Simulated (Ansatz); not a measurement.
# SiNH4 (SMILES [NH][SiH3]): the vertical energy of the quartet above the doublet, rung by rung

SiNH4 has 6 atoms, charge 0, and is taken as a doublet. SMILES: `[NH][SiH3]`. The shape is that of a PBE0-D4/def2-TZVP optimisation.

```xyz
6

N     0.5921   -0.8352    0.9095
Si   -0.2037    0.3476   -0.1100
H     0.9228   -1.6407    0.3727
H    -1.3106   -0.2823   -0.8855
H     0.7895    0.9118   -1.0689
H    -0.7481    1.4348    0.7362
```

Quantity: the vertical energy of the quartet above the doublet, in eV. The values are calculated.

```tsv
level	kind	program	value (eV)	less FCI/STO-3G
UHF/STO-3G	Hartree–Fock	Ansatz	9.38	-0.37
UBLYP/STO-3G	GGA	Ansatz	9.56	-0.19
UB3LYP/STO-3G	global hybrid	Ansatz	9.71	-0.04
U-wB97X/STO-3G	range-separated hybrid	Ansatz	9.76	+0.01
UHSE06/STO-3G	range-separated hybrid	Ansatz	9.69	-0.06
UB2PLYP/STO-3G	double hybrid	Ansatz	9.80	+0.05
RPA@PBE/STO-3G	RPA	Ansatz	9.78	+0.03
UMP2/STO-3G	perturbation theory	Ansatz	9.75	0.00
FCI/STO-3G	exact in the basis	Ansatz	9.75	0.00
```

FCI/STO-3G is exact within its basis and frozen core, so for wave-function methods in that basis the difference is their error; functionals converge differently with the basis, so for them it is only a difference. The values span 9.38 to 9.80 eV. All rows use very small basis sets, so even the best lies far from the true value.
